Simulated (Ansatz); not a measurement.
Energy needed to pull apart C$_{3}$O$_{2}$ (SMILES O=C=C=C=O), singlet, into free ground-state atoms, from the structure below (displaced at random from a GFN2-xTB minimum); no zero-point or spin–orbit terms; open-shell atoms are treated unrestricted, in their ground-state multiplicity.

O1  (0.347, -2.078, 1.176)
C2  (0.208, -0.986, 0.647)
C3  (-0.059, -0.001, -0.101)
C4  (-0.157, 1.072, -0.668)
O5  (-0.217, 2.015, -1.239)
(Å)

Computed with Ansatz 0.2.0 (basis: def2-TZVPP); correlated methods freeze the cores.

```csv
method,atomization energy (kcal/mol)
PBE-D4,708.4
r2SCAN-D4,669.7
PBE0-D4,?
HSE06-D4,668.4
wB97X-V,649.2
wB97M-V,?
HF,411.1
MP2,671.3
CCSD,600.6
CCSD(T),625.4
```

(1) What does wB97M-V give? (Judge from chemistry; the value comes from the calculation.)

(2) What does PBE0-D4 give? (Judge from chemistry; the value comes from the calculation.)

T1 diagnostic: at most 0.022.

Results:

(1) By the calculation: 653.5 kcal/mol, which is about 28.1 kcal/mol more than CCSD(T)/def2-TZVPP.

(2) Computed: 667.1 kcal/mol, which is about 41.7 kcal/mol more than CCSD(T)/def2-TZVPP.

In triple zeta the MP2 and coupled-cluster atomization energies are still short of their basis limit by a few kcal/mol a bond, whereas those of the functionals are nearly converged, so these differences are not deviations from converged CCSD(T).

For scale, one of the runs: CCSD(T)/def2-TZVPP forces, 155 basis functions (an equivalent command: `ansatz run in.yaml --threads 4`). The run took 79 s on 4 CPU threads (shared host), with 2.2 GiB of host memory at its peak.
